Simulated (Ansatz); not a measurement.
Start from Cr in the bcc (W type) structure (space group Im-3m, No. 229; non-magnetic).

```yaml
crystal:
  lattice:
    - [-1.42395, 1.42395, 1.42395]
    - [1.42395, -1.42395, 1.42395]
    - [1.42395, 1.42395, -1.42395]
  atoms:
    - { symbol: Cr, position: [0.00000, 0.00000, 0.00000] }
```

Method: PBE in Ansatz (plane waves to 420 eV, PAW, spin-orbit coupling left out), earlier PAW set.

Perturbation: every Cr is replaced by V, then cell and atoms are relaxed.

Measured lattice parameter a: Cr 2.877 Å (static lattice; corrected from measurement; as listed in H. Levämäki et al., Physical Review B (2014)); V 3.021 Å (static lattice; corrected from measurement; as listed in Daniel Mejia-Rodriguez, S. B. Trickey, Phys. Rev. B (2018)).

Task: How well does PBE reproduce the measured shift?

Result: With PBE the lattice parameter a moves by +0.149 Å (2.848 → 2.997) against +0.144 Å measured.

Stability against distortions was not tested. Starting moments died away, wholly or in part, for Cr → V and the base; another magnetic solution may exist. All final runs are without spin polarisation. Real Cr is antiferromagnetic at low temperature and ambient pressure, an order that this cell doesn't hold.

Ansatz is a quantum-chemistry and plane-wave program.
